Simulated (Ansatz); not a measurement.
Two isomers of C4H7ClO: A = `C=CC(Cl)OC`, B = `CC(Cl)/C=C/O`.

Calculated with Ansatz (gas phase, PBE0-D4/def2-TZVP geometries, no zero-point term in ΔE). CBS: MP2 limit from def2 TZ/QZ plus the TZ coupled-cluster correction, frozen cores. DFT in def2-TZVPP. B3LYP here is the variant with VWN-RPA as its local correlation; programs differ in this. One conformer a species, not always the lowest.

A:

```xyz
13

C     1.536    1.464    0.667
C     1.549    0.222    0.210
C     0.329   -0.528   -0.185
Cl    0.570   -1.099   -1.926
O    -0.793    0.229   -0.063
C    -2.004   -0.484   -0.196
H     0.610    2.015    0.772
H     2.457    1.961    0.945
H     2.475   -0.331    0.098
H     0.243   -1.479    0.355
H    -2.116   -0.872   -1.212
H    -2.048   -1.317    0.516
H    -2.807    0.218    0.020
```

B:

Z-matrix (Å, degrees):
```
C
C 1 1.513
H 1 1.091 2 111.1
H 1 1.093 2 109.3 3 120.3
H 1 1.092 2 110.5 3 -120.5
Cl 2 1.824 1 108.1 3 56.2
C 2 1.479 1 113.6 3 178.4
H 2 1.091 1 110.5 3 -57.0
C 7 1.327 2 121.9 1 129.0
H 7 1.086 2 118.1 1 -51.0
O 9 1.353 7 122.4 2 -179.1
H 9 1.088 7 121.2 2 0.9
H 11 0.959 9 109.8 7 -179.8
```

Task: Which isomer does CCSD(T)/CBS put lower? Give the gap. (An estimate is asked.)

Result: The calculation gave: B, by 12.0 kcal/mol.

Task: Give E(B) − E(A) in kcal/mol with PBE0-D4, B2PLYP, CCSD/def2-TZVPP, B3LYP-D4, HF/def2-TZVPP, B3LYP, PBE-D4. (Estimate.)

Result: The calculation gave: PBE0-D4 -13.0, B2PLYP -11.6, CCSD/def2-TZVPP -11.5, B3LYP-D4 -10.9, HF/def2-TZVPP -10.0, B3LYP -11.3, PBE-D4 -12.7. None reverses the order clearly.

Largest T1 diagnostic: 0.011.

In def2-TZVPP, CCSD(T) changes the Hartree–Fock value by −1.5 kcal/mol (the triples alone add +0.0 kcal/mol) and MP2 by −3.0 kcal/mol.
